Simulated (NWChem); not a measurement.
System: CN anion

Input file for NWChem:

```
start job
memory heap 200 mb stack 900 mb global 1100 mb
charge -1
geometry units angstroms noautosym nocenter noautoz
  C      0.000000     0.000000    -0.633202
  N      0.000000     0.000000     0.540889
end
basis spherical
  * library aug-cc-pvdz
end
dft
  xc m06-2x
  iterations 150
end
cosmo
  do_cosmo_smd true
  solvent propnol2
end
task dft energy
```

Output (shortened):

```
             Northwest Computational Chemistry Package (NWChem) 7.3.0
             --------------------------------------------------------

                             Geometry "geometry" -> ""
                             -------------------------

 Output coordinates in angstroms (scale by  1.889725989 to convert to a.u.)

  No.       Tag          Charge          X              Y              Z
 ---- ---------------- ---------- -------------- -------------- --------------
    1 C                    6.0000     0.00000000     0.00000000    -0.63320200
    2 N                    7.0000     0.00000000     0.00000000     0.54088900

 Effective nuclear repulsion energy (a.u.)      18.9299163847

                                 NWChem DFT Module
                                 -----------------

 Summary of "ao basis" -> "ao basis" (spherical)
 ------------------------------------------------------------------------------
       Tag                 Description            Shells   Functions and Types
 ---------------- ------------------------------  ------  ---------------------
 C                        aug-cc-pvdz                9       23   4s3p2d
 N                        aug-cc-pvdz                9       23   4s3p2d

 in cosmo_initialize ...
 calling solv_data for solv:propnol2

 solvent parameters
 solvname_short: propnol2
 solvname_long:  2-propanol
 dielec:       19.2640
 dielecinf:     1.8978
 nonaqueous SMD model solvent descriptors
 dielec:       19.2640
 sola:          0.3300
 solb:          0.5600
 solc:          0.0000
 solg:         30.1300
 solh:          0.0000
 soln:          1.3776

          ---------------
          -cosmo- solvent
          ---------------
 Cosmo: York-Karplus, doi: 10.1021/jp992097l
 dielectric constant -eps-     =  19.26
 screen = (eps-1)/(eps    )    =   0.94809
 surface charge correction     = lagrangian

   van der Waals surface
 --------------------------

 ---------- ATOMIC COORDINATES (A.U.) ------------ VDWR(ANG.) --
     1    0.00000000    0.00000000   -1.19657828     1.850
     2    0.00000000    0.00000000    1.02213200     1.890
 number of segments per atom =        128
 number of   points per atom =        128
 atom (   nspa,  nppa )
 ----------------------
    1 (     92,     0 )       0
    2 (     92,     0 )       0
 number of -cosmo- surface points =      184
 molecular surface =     61.190 angstrom**2
 molecular volume  =     40.402 angstrom**3
 -lineq- algorithm             =   0
 -bem- low  level              =   3
 -bem- from -octahedral-
 gaussian surface charge width =   4.50000
 degree of switching           =   1.00000
 switching function tolerance  =   0.00010
 atomic radii =
 --------------
    1  6.000  1.850
    2  7.000  1.890
 ...... end of -cosmo- initialization ......

 nat:                     2
 ixmem:                   309
 calling mnsol_interface()
 G(SMD-CDS) energy (kcal/mol)  =     4.581
 SMD-CDS SASA (angstrom**2)    =    66.783

            General Information
            -------------------
          SCF calculation type: DFT
          Wavefunction type:  closed shell.
          No. of atoms     :     2
          No. of electrons :    14
           Alpha electrons :     7
            Beta electrons :     7
          Charge           :    -1
          Spin multiplicity:     1
          Use of symmetry is: off; symmetry adaption is: off
          Maximum number of iterations: 150
          AO basis - number of functions:    46
                     number of shells:    18
          Convergence on energy requested:  1.00D-06
          Convergence on density requested:  1.00D-05
          Convergence on gradient requested:  5.00D-04

              XC Information
              --------------
                       M06-2X Method XC Functional
                     Hartree-Fock (Exact) Exchange  0.540
                        M06-2X Exchange Functional  1.000
                      M06-2X Correlation Potential  1.000

[...]

                                COSMO-SMD solvation results
                                ---------------------------

             internal energy in gas <Psi(g)|H|Psi(g)> =       -92.839914757530
         internal energy in solvent <Psi(s)|H|Psi(s)> =       -92.838663395214
                               delta internal energy  =         0.001251362316 (    0.79 kcal/mol)
   total free energy in solvent <Psi(s)|H+V/2|Psi(s)> =       -92.951804244814
 polarization energy contribution <Psi(s)|V/2|Psi(s)> =        -0.113140849600 (  -71.00 kcal/mol)
    total free energy in solvent including G(SMD-CDS) =       -92.944504184570
                       G(SMD-CDS) energy contribution =         0.007300060244 (    4.58 kcal/mol)
     1 M fixed-concentration free energy of solvation =        -0.104589427040 (  -65.63 kcal/mol)

                       DFT Final Molecular Orbital Analysis
                       ------------------------------------

 Vector    5  Occ=2.000000D+00  E=-3.550905D-01
              MO Center=  4.6D-10, -4.7D-10,  8.9D-02, r^2= 1.2D+00
   Bfn.  Coefficient  Atom+Function         Bfn.  Coefficient  Atom+Function
  ----- ------------  ---------------      ----- ------------  ---------------
    28      0.330529  2 N  px                29      0.311634  2 N  py
     5      0.263673  1 C  px                 6      0.248599  1 C  py
    31      0.201343  2 N  px                32      0.189833  2 N  py
     8      0.151613  1 C  px                 9      0.142946  1 C  py
    34      0.050273  2 N  px                35      0.047399  2 N  py

 Vector    6  Occ=2.000000D+00  E=-3.550905D-01
              MO Center= -9.5D-09,  1.0D-08,  8.9D-02, r^2= 1.2D+00
   Bfn.  Coefficient  Atom+Function         Bfn.  Coefficient  Atom+Function
  ----- ------------  ---------------      ----- ------------  ---------------
    29     -0.330529  2 N  py                28      0.311634  2 N  px
     6     -0.263673  1 C  py                 5      0.248599  1 C  px
    32     -0.201343  2 N  py                31      0.189833  2 N  px
     9     -0.151613  1 C  py                 8      0.142946  1 C  px
    35     -0.050273  2 N  py                34      0.047399  2 N  px

 Vector    7  Occ=2.000000D+00  E=-3.209833D-01
              MO Center= -5.2D-09,  5.5D-09, -6.0D-01, r^2= 1.7D+00
   Bfn.  Coefficient  Atom+Function         Bfn.  Coefficient  Atom+Function
  ----- ------------  ---------------      ----- ------------  ---------------
     7      0.456925  1 C  pz                30     -0.353778  2 N  pz
    27     -0.343907  2 N  s                 10      0.295398  1 C  pz
     3     -0.224657  1 C  s                 26     -0.186882  2 N  s
     2     -0.148239  1 C  s                 33     -0.106758  2 N  pz
    13      0.082465  1 C  pz                 4      0.031953  1 C  s

 Vector    8  Occ=0.000000D+00  E= 4.123292D-02
              MO Center= -4.7D-08,  4.9D-08,  1.2D+00, r^2= 1.1D+01
   Bfn.  Coefficient  Atom+Function         Bfn.  Coefficient  Atom+Function
  ----- ------------  ---------------      ----- ------------  ---------------
    27     -5.914369  2 N  s                  4      5.730113  1 C  s
    13      1.963751  1 C  pz                36      1.459253  2 N  pz
     3      1.218396  1 C  s                 10      0.869166  1 C  pz
    26     -0.826775  2 N  s                 33      0.413190  2 N  pz
    21      0.165380  1 C  d  0              44     -0.116974  2 N  d  0

 Vector    9  Occ=0.000000D+00  E= 5.832491D-02
              MO Center= -8.5D-09,  8.9D-09, -1.3D+00, r^2= 9.1D+00
   Bfn.  Coefficient  Atom+Function         Bfn.  Coefficient  Atom+Function
  ----- ------------  ---------------      ----- ------------  ---------------
    12     -1.142734  1 C  py                11      1.079410  1 C  px
    35      0.598705  2 N  py                34     -0.565528  2 N  px
    29      0.149157  2 N  py                28     -0.140891  2 N  px
    32      0.120972  2 N  py                31     -0.114268  2 N  px
     6     -0.056210  1 C  py                 5      0.053095  1 C  px

 Vector   10  Occ=0.000000D+00  E= 5.832492D-02
              MO Center= -1.3D-08,  1.4D-08, -1.3D+00, r^2= 9.1D+00
   Bfn.  Coefficient  Atom+Function         Bfn.  Coefficient  Atom+Function
  ----- ------------  ---------------      ----- ------------  ---------------
    11      1.142734  1 C  px                12      1.079410  1 C  py
    34     -0.598705  2 N  px                35     -0.565528  2 N  py
    28     -0.149157  2 N  px                29     -0.140891  2 N  py
    31     -0.120972  2 N  px                32     -0.114268  2 N  py
     5      0.056210  1 C  px                 6      0.053095  1 C  py

     Multipole analysis of the density
     ---------------------------------

     L   x y z        total         alpha         beta         nuclear
     -   - - -        -----         -----         ----         -------
     0   0 0 0     -1.000000     -7.000000     -7.000000     13.000000

     1   1 0 0      0.000000      0.000000      0.000000      0.000000
     1   0 1 0     -0.000000     -0.000000     -0.000000      0.000000
     1   0 0 1      0.217057      0.120801      0.120801     -0.024546

     2   2 0 0    -10.771463     -5.385732     -5.385732      0.000000
     2   1 1 0      0.000000      0.000000      0.000000      0.000000
     2   1 0 1     -0.000000     -0.000000     -0.000000      0.000000
     2   0 2 0    -10.771463     -5.385732     -5.385732      0.000000
     2   0 1 1      0.000000      0.000000      0.000000      0.000000
     2   0 0 2    -14.197237    -15.050656    -15.050656     15.904074
```

Level: M06-2X/aug-cc-pVDZ, SMD on the gas-phase geometry. Structure relaxed at the B3LYP/def2-SVPD level. Solvent: 2-propanol.
